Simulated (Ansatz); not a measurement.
**Other spins and charges of SiGeHS, doublet at one geometry**

Geometry (PBE0/def2-TZVP stationary point for this spin, not checked as a minimum):

| atom | x (Å) | y (Å) | z (Å) |
| --- | --- | --- | --- |
| Ge | 0.0000 | -0.0178 | 0.9195 |
| S | 0.0000 | 0.9961 | -1.1909 |
| Si | 0.0000 | -1.1353 | -1.0840 |
| H | 0.0000 | 1.2288 | 1.8240 |

Basis cc-pVDZ; Ansatz 0.2.0. Correlated methods freeze the noble-gas cores and the filled d shells of p-block atoms. R marks a restricted (for open shells ROHF) determinant, U an unrestricted one. No spin–orbit coupling is included, and no scalar relativity.

Gaps are energies of the second state less the first, at fixed atoms, for a selection of the levels run; each method lands on the state that its own search finds for that charge and spin.

For open shells CISD is restricted-active-space CI with the open shells as a complete middle space.

Problem. PBE gives 2.749 eV for quartet less doublet. Estimate what UCCSDT(Q) gives in cc-pVDZ.

Solution. UCCSDT(Q) in cc-pVDZ gives 2.705 eV, so against it PBE is off by 0.044 eV, of which a good part can be the reference's own basis and frozen-core error.

```tsv
level	gap (eV)	error (meV)
UHF	1.991	-714
UMP2	2.656	-49
CISD	2.520	-185
UCCSD	2.635	-70
UCCSD(T)	2.695	-10
BCCD(T)	2.705	0
UCCSDT	2.696	-9
r2SCAN	2.563	-142
PBE0	2.642	-63
B3LYP	2.820	115
wB97M-V	2.919	214
B2PLYP	2.789	84
RPA-PBE	2.758	53
```

Removing an electron, to the singlet: 6.825 eV at UCCSDT(Q).

```
   level  gap (eV)  error (meV)
     UHF     6.657         -168
    UMP2     6.733          -92
    CISD     6.743          -82
   UCCSD     6.827            2
UCCSD(T)     6.813          -12
 BCCD(T)     6.818           -7
  r2SCAN     7.354          529
    PBE0     7.242          417
 wB97M-V     7.035          210
  B2PLYP     6.964          139
```

In so small a basis the reference is far from its limit while semilocal and hybrid functionals are nearer theirs (RPA and double hybrids share much of the reference's basis error), so the functionals' errors here hold much of the reference's basis and frozen-core error, which can add to them or hide them.

Full CI isn't at hand for all of this; UCCSDT(Q) serves as the reference, and is uncertain by about the last step of the cluster series. The frozen core follows each run's orbitals, which can shift R against U totals by a few meV for light atoms and by up to 0.1 eV past Ca.
